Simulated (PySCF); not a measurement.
## Static response to an electric field

Species: chlorine monofluoride, ClF.
Geometry (GFN2-xTB, Å), atoms numbered from 1 in this order:
```
atom  x, y, z in Å
F1     0.842   -0.003   -0.003
Cl2   -0.839    0.004   -0.011
```

Level: CAM-B3LYP/def2-SVPD (PySCF), static field, nuclei fixed, core orbitals frozen in the response. The polarisability tensor in these axes (au):

```
x   23.38 -0.03  0.04
y   -0.03 15.90  0.00
z    0.04  0.00 15.90
```

Diagonalise the tensor; give its mean and Δα, where Δα² is half the sum of the squared differences of the eigenvalues.

Principal values 15.90, 15.90 and 23.38 au; mean 18.39 au = 2.73 Å³ = 3.03 × 10⁻⁴⁰ C²·m²/J; Δα = 7.48 au (41 % of the mean).

What is the dipole moment, and where does it point?

(-1.14, 0.00, -0.01) D, 1.14 D in size, pointing from the negative to the positive side. Measured along this direction, the outermost atoms are F1 at the negative end and Cl2 at the positive end.

Find the Langevin capture rate constant for O2+ (31.990 u) meeting this molecule (53.967 u), k = 2.342 × 10⁻⁹ cm³/s × √(α in Å³ / reduced mass in u).

The reduced mass is 20.08 u, so k = 0.86 × 10⁻⁹ cm³/s. The formula leaves out the permanent dipole, which adds to the capture rate.

Rayleigh depolarisation ratio (linearly polarised light, static tensor)?

ρ = 3Δα²/(45ᾱ² + 4Δα²) = 167.9/(15219 + 223.8) = 0.0109.

Molar refractivity from α?

Lorentz–Lorenz: R = (4π/3)N_A α = 2.5225 cm³/(mol·Å³) × 2.73 Å³ = 6.9 cm³/mol, in the limit of long wavelengths.

Refractivity n − 1 of an ideal gas of it at 273.15 K and 1 atm, from the electronic α?

N = p/kT = 2.6868 × 10¹⁹ cm⁻³, so n − 1 = 2π × N × 2.73 × 10⁻²⁴ cm³ = 460 × 10⁻⁶ at long wavelengths, for an ideal gas.

Isolated species at its GFN2-xTB geometry, gas phase.
